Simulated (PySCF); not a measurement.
Species: C3H4O (charge +1 and doublet state).
Structure used (GFN2-xTB), in Å, numbered top down from 1:
```
atom  x, y, z in Å
C1    -1.1277   -0.2258    0.4430
C2     0.0407    0.3613    0.2980
C3     1.1200   -0.0067   -0.6549
O4     2.1697    0.4872   -0.8189
H5    -1.4950   -1.0811   -0.1118
H6    -1.8363    0.1451    1.1821
H7     0.3483    1.2233    0.8944
H8     0.7894   -0.8939   -1.2567
```

The hyperfine couplings belong to this conformer and change with its torsions.

Identity: `[CH2+][CH]C=O` [radical] (charge +1).

Method used: UKS B3LYP, pcH-1 on C H O, non-relativistic, mean-field spin-orbit, GIAO in PySCF. Isolated species at its GFN2-xTB geometry (one conformer only). Couplings are sensitive to structure, and on GFN2-xTB geometries they can be far from those on DFT ones, by a factor of two or more for some ions and for spin on atoms past the first row. The SCF solution wasn't tested for stability.

Task: The isotropic 13C couplings are -84.9, +66.3, -11.3 MHz. Assign them to C1; C2; C3.

Result: 
```tsv
site	a_iso (MHz)	ρ(0) (bohr⁻³)	position	distance from O4 (Å)	spin population	largest |T| (MHz)
C1	-11.3	-0.0100	3 bonds from O4	3.60	-0.04	8.5
C2	+66.3	+0.0590	2 bonds from O4	2.41	+0.15	33.5
C3	-84.9	-0.0755	1 bond from O4	1.17	-0.07	18.0
```

Task: The isotropic 1H couplings are +459.0, +52.0, +41.7, +14.6 MHz. Assign them to H5; H6; H7; H8.

Result: 
```tsv
site	a_iso (MHz)	ρ(0) (bohr⁻³)	position	distance from O4 (Å)	bound to	spin population there	largest |T| (MHz)
H5	+14.6	+0.0033	4 bonds from O4	4.05	C1	-0.04	5.3
H6	+41.7	+0.0093	4 bonds from O4	4.49	C1	-0.04	2.6
H7	+52.0	+0.0116	3 bonds from O4, on C2 of spin population +0.15	2.61	C2	+0.15	9.1
H8	+459.0	+0.1027	2 bonds from O4	2.00	C3	-0.07	16.9
```

ρ(0) is the spin density at the nucleus and T the dipolar tensor. The largest Mulliken spin populations are on O4 (+0.72), H8 (+0.19), C2 (+0.15) and C3 (-0.07). The positive populations add up to 1.10 and the negative ones to -0.10, together 2S = 1.

H5 and H6 aren't averaged: C1 is flat or nearly so (angle sum 360°), and its turn about the short C1–C2 bond (1.32 Å) is taken as slow.

The SMILES `[CH2+][CH]C=O` draws the unpaired electron on C2, whose computed spin population is only +0.15.
